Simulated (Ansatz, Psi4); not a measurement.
## H2O (SMILES O): from total energies to a heat of formation

H2O: 3 atoms, total charge 0, spin state singlet. As SMILES, `O`. Geometry: optimised at PBE0/def2-TZVP.

```xyz
3

O    -0.2543    0.1887   -0.0999
H     0.4764    0.5700    0.3914
H    -0.0923   -0.7571   -0.0940
```

Total energies at CCSD(T)/CBS estimate, 1 core orbital frozen (Psi4 1.11); the atoms run unrestricted:

| species | state | energy (Eh) |
| --- | --- | --- |
| H2O | singlet | -76.378740 |
| O | triplet | -75.005660 |
| H | doublet | -0.500000 |

Harmonic wavenumbers at PBE0-D4/def2-TZVP, in cm⁻¹: 1623, 3852, 3959.

Measured heats of formation of the gaseous atoms at 298.15 K, in kJ/mol: O 249.2, H 218.0. Spin-orbit lowering of the atoms at 298 K (mean of the ground term's levels less their thermal mean, from spectra), in kJ/mol: O 0.40. Take 1 Eh = 2625.50 kJ/mol, 1 cm⁻¹ = 0.0119627 kJ/mol, RT = 2.479 kJ/mol.

Problem. Work out the heat of formation of the gas at 298 K.

Solution. 
1. Electronic atomisation energy: (-75.005660) + 2 × (-0.500000) − (-76.378740) = 0.373080 Eh = 979.5 kJ/mol.
2. Zero-point energy: half the sum of the wavenumbers, 4717 cm⁻¹ = 56.4 kJ/mol.
3. Thermal vibrational enthalpy, Σ hcν̃/(exp(hcν̃/kT) − 1): 0.0 kJ/mol. Translation, rotation and pV of a non-linear molecule: 4 RT = 9.9 kJ/mol.
4. The 3 free atoms carry 5/2 RT each: 18.6 kJ/mol.
5. Spin-orbit coupling lowers the free atoms by 0.40 = 0.4 kJ/mol.
6. Atomisation enthalpy at 298 K: 979.5 − 0.4 − 56.4 − 0.0 − 9.9 + 18.6 = 931.4 kJ/mol.
7. Sum of the atoms' heats of formation: 685.2 kJ/mol. Heat of formation: 685.2 − 931.4 = -246.2 kJ/mol.

The tabulated value is -241.8 kJ/mol (Active Thermochemical Tables), so this level is off by -4.4 kJ/mol, or 0.5 % of the atomisation enthalpy that the table implies (927.0 kJ/mol). Anharmonicity and any spin-orbit splitting of the molecule are left out, and so is core correlation.
